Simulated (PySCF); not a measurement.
**Which functional comes closest?**

Molecule: SMILES C[P+](C)(C)C, [C4H12P]+.

Bonds (- single, = double, # triple, : aromatic): C1-P2, P2-C3, P2-C4, P2-C5. C1 carries H6, H7, H8; C3 carries H9, H10, H11; C4 carries H12, H13, H14; C5 carries H15, H16, H17. Formal charges: P2 +1.

Total charge +1.

Geometry PBE0-D3(BJ)/def2-SVP throughout; GIAO in PySCF, gas phase, one conformer, non-relativistic; equivalent atoms averaged; basis pcSseg-1.

Reference values (measured; E. Pretsch, P. Bühlmann, M. Badertscher, Structure Determination of Organic Compounds, 4th ed., Springer 2009): δ(P2) = 25.0 ppm vs 85 % H3PO4. Computed shifts are taken against H3PO4, calculated as an isolated molecule at each level.

Problem. How do the functionals WP04, B97-2, BHandHLYP, CAM-B3LYP, wB97X-D, LC-wPBE perform against the reference? Times are CPU seconds on 1 thread of an Intel Xeon Platinum 8375C, shared host.

Solution. 
```tsv
functional	kind	P2	abs. error P	core-s
WP04	global hybrid	26.0	1.0	13
B97-2	global hybrid	3.1	21.9	12
BHandHLYP	global hybrid	2.3	22.7	12
CAM-B3LYP	range-separated hybrid	0.3	24.7	17
wB97X-D	range-separated hybrid	-2.6	27.6	16
LC-wPBE	range-separated hybrid	-13.2	38.2	25
```

For 31P the closest is WP04 (1.0 ppm) and the furthest LC-wPBE (38.2 ppm). One molecule is a small sample, and vibrational and solvent effects are absent from the calculation.
